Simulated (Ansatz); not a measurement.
in.yaml

```yaml
crystal:
  periodic: [false, false, false]
  atoms:
    - {symbol: N, position_ang: [0.000000, 0.000000, 0.000000]}
    - {symbol: H, position_ang: [0.000000, 0.000000, 1.073600]}
basis:
  gaussian: {orbitals: "6-31++G**"}
magnetization: {spin_polarized: false, initial_magnetization: 4}
correlation: {method: fic_mrcisd_q, electrons: outside_noble_gas, active_space: {window: {electrons: 6, orbitals: 5}, shells: [{species: H, l: s, shell: 1}, {species: "N", l: s, shell: 2}, {species: "N", l: p, shell: 2}]}}
```

```sh
$ ansatz run in.yaml --threads 1 --pin off --events-out ev --progress --plain --max-ram 2393MiB
```

Log:

```
384 factors; integrals over basis functions are off by at most 1.4e-7 eV
mean field evaluation 1: about -1485.6778 eV, gradient 1.8e1 eV
mean field evaluation 2: about -1485.6780 eV, gradient 1.8e1 eV
mean field evaluation 4: about -1488.3373 eV, gradient 1.9e0 eV
mean field evaluation 8: about -1488.3818 eV, gradient 9.8e-4 eV
mean field -1488.38175333 eV, -54.6970205735 hartree, gradient 2.8e-6 eV, S^2 6.000000; 1 other end points of the search recorded, 0 dependent functions left out
reference -1488.38175333 eV, -54.6970205735 hartree; 6, 2 occupied and 19, 23 virtual orbitals, 384 factors
state -1488.38175333 eV, -54.6970205735 hartree
contracted CI cycle   1: correlation 0.00000000 eV, 0.0000000000 hartree, residual 1.51e1 eV
contracted CI cycle   2: correlation -2.55211431 eV, -0.0937884709 hartree, residual 1.91e0 eV
contracted CI cycle   3: correlation -2.60570011 eV, -0.0957577128 hartree, residual 3.91e-1 eV
contracted CI cycle   4: correlation -2.60871003 eV, -0.0958683254 hartree, residual 1.05e-1 eV
contracted CI cycle   5: correlation -2.60892249 eV, -0.0958761333 hartree, residual 2.87e-2 eV
contracted CI cycle   6: correlation -2.60893525 eV, -0.0958766021 hartree, residual 6.31e-3 eV
contracted CI cycle   7: correlation -2.60893590 eV, -0.0958766261 hartree, residual 1.39e-3 eV
contracted CI cycle   8: correlation -2.60893594 eV, -0.0958766274 hartree, residual 3.31e-4 eV
state -1488.38175333 eV, -54.6970205735 hartree; corrected -1491.08993034 eV, -54.7965442428 hartree
Total energy: -1491.08993034 eV, -54.7965442428 hartree
Checks for a lower state left out: starts, orbital_swaps
```

The active space holds one configuration alone, so it describes no static correlation.

Natural occupations: 2.0000 1.0000 1.0000 1.0000 1.0000.

For the same geometry and basis full CI lies 8.9 meV lower.

Ran on 1 thread of INTEL XEON PLATINUM 8581C, shared host: 0.36 s wall, 0.1 GiB peak host memory.
